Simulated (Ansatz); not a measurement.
A calculation on hcp Y returned lattice constant a 3.667 Å, lattice parameter c 5.671 Å, equilibrium volume per atom 33.04 Å³/atom, bulk modulus 41.3 GPa, cohesive energy 4.31 eV/atom.

For reference: lattice constant a 3.648 Å (measured, 293 K, no zero-point or thermal correction; as tabulated in Wikipedia's data pages); lattice parameter c 5.732 Å (measured, 293 K, no zero-point or thermal correction; as tabulated in Wikipedia's data pages); equilibrium volume per atom 32.95 Å³/atom (measured, copied from a table, unchecked, extrapolated to 0 K and zero-point effects removed; as tabulated in Lejaeghere et al. (2013), arXiv:1204.2733); bulk modulus 41.7 GPa (measured, zero-point energy and finite temperature contributions removed, our sources range from 37.3 to 41.7; as tabulated in doi:10.1021/acs.jctc.3c00612); cohesive energy 4.42 eV/atom (measured, finite-temperature (and zero-point) corrections as in the cited sets; as tabulated in Jana et al. (2018), arXiv:1807.00350).

Task: Which level of theory produced these numbers?
A. r²SCAN+rVV10 (Ansatz, a first-principles code)
B. BLYP (Ansatz)
C. PBE-D4 (Ansatz)
D. LDA (Ansatz)

Result: A, r²SCAN+rVV10 (Ansatz)

The others give: BLYP 3.690 Å, 5.723 Å, 33.74 Å³/atom, 39.0 GPa, 3.24 eV/atom; LDA 3.541 Å, 5.514 Å, 29.93 Å³/atom, 44.2 GPa, 4.92 eV/atom; PBE-D4 3.621 Å, 5.628 Å, 31.95 Å³/atom, 41.8 GPa, 4.43 eV/atom.

Unless a cell is named, each level is at its own relaxed cell (BLYP 33.74, LDA 29.94, PBE-D4 31.95, r²SCAN+rVV10 33.03 Å³/atom).

The crystal itself was run without spin with BLYP, LDA, PBE-D4, r²SCAN+rVV10; a magnetic state was not tried in these runs.

Ansatz's density-functional and Hartree–Fock values are scalar-relativistic unless marked +SOC, with PAW data made under PBE.
